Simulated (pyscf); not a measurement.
Thermochemistry of product channels of Cl–CH₂–Cl (SMILES ClCCl) + F• (SMILES [F]) on the doublet surface, in eV, from ωB97M-D3(BJ)/def2-TZVP energies (ideal gas, 1 atm, RRHO with modes under 100 cm⁻¹ raised to 100, one conformer, R ln 2 for chiral ones without a mode under 150 cm⁻¹). Structures and frequencies: ωB97X-D3(BJ)/def2-SVP in PySCF.

```
products                                                 ΔE  ΔH(298 K)  ΔG(600 K)  ΔG(1200 K)
----------------------------------------------------  -----  ---------  ---------  ----------
F–C•(Cl)–Cl (SMILES F[C](Cl)Cl) + H₂ (SMILES [H][H])  -0.55      -0.80      -0.86         ___
Cl–CH•–Cl (SMILES Cl[CH]Cl) + HF (SMILES F)             ___      -1.61      -1.83       -2.07
```

Q: Fill in the missing entries.

A: 
- F–C•(Cl)–Cl (SMILES F[C](Cl)Cl) + H₂ (SMILES [H][H]), ΔG(1200 K): -0.98
- Cl–CH•–Cl (SMILES Cl[CH]Cl) + HF (SMILES F), ΔE: -1.52

These are energies of the channels, which say nothing of barriers. Left out: orbital degeneracy and the spin-orbit lowering of F.
